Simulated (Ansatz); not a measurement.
# H5NSSi: the cost of one run

Method: RKS PBE0/def2-SVP, in Ansatz 0.2.0.

1 further run of the same task is left out (it didn't finish).

## 1. Starting point

Bond lengths: N1–Si2 1.637 Å, Si2–S3 2.128 Å, N1–H4 0.968 Å, N1–H5 1.054 Å, Si2–H6 1.492 Å, Si2–H7 1.493 Å, S3–H8 1.398 Å. Angles: N1–Si2–S3 103.3°, N1–Si2–H6 109.7°, N1–Si2–H7 108.4°, S3–Si2–H6 110.9°, S3–Si2–H7 111.1°, H6–Si2–H7 113.0°, Si2–N1–H4 110.5°, Si2–N1–H5 109.8°, H4–N1–H5 105.7°, Si2–S3–H8 93.6°.

As a file:

```xyz
8

N    -0.6334    0.5680   -1.1402
Si    0.5101    0.1707   -0.0377
S    -0.5314   -1.1022    1.3131
H    -0.9938   -0.2276   -1.5564
H    -1.4480    1.0322   -0.6576
H     0.9899    1.4020    0.6547
H     1.6020   -0.5680   -0.7380
H     0.5966   -1.3322    2.1062
```

## 2. Relaxing end A

Contents of input.yaml:

```yaml
crystal:
  periodic: [false, false, false]
  atoms:
    - { symbol: "N", position_ang: [-0.6334, 0.568, -1.1402] }
    - { symbol: Si, position_ang: [0.5101, 0.1707, -0.0377] }
    - { symbol: S, position_ang: [-0.5314, -1.1022, 1.3131] }
    - { symbol: H, position_ang: [-0.9938, -0.2276, -1.5564] }
    - { symbol: H, position_ang: [-1.448, 1.0322, -0.6576] }
    - { symbol: H, position_ang: [0.9899, 1.402, 0.6547] }
    - { symbol: H, position_ang: [1.602, -0.568, -0.738] }
    - { symbol: H, position_ang: [0.5966, -1.3322, 2.1062] }
basis:
  gaussian: { orbitals: def2-SVP }
hamiltonian:
  xc: pbe0
relax:
  f_tol: 0.015
  max_steps: 40
```

Command:

```
ansatz run input.yaml --threads 1 --pin off --max-ram 2048MiB --backend cpu --events-out ev --progress --plain --runs-dir out
```

**Question.** How long does this run take on 1 thread of Arm Neoverse V2, shared host, and how much memory does it need?

About 19 s, with a peak of 0.16 GiB.
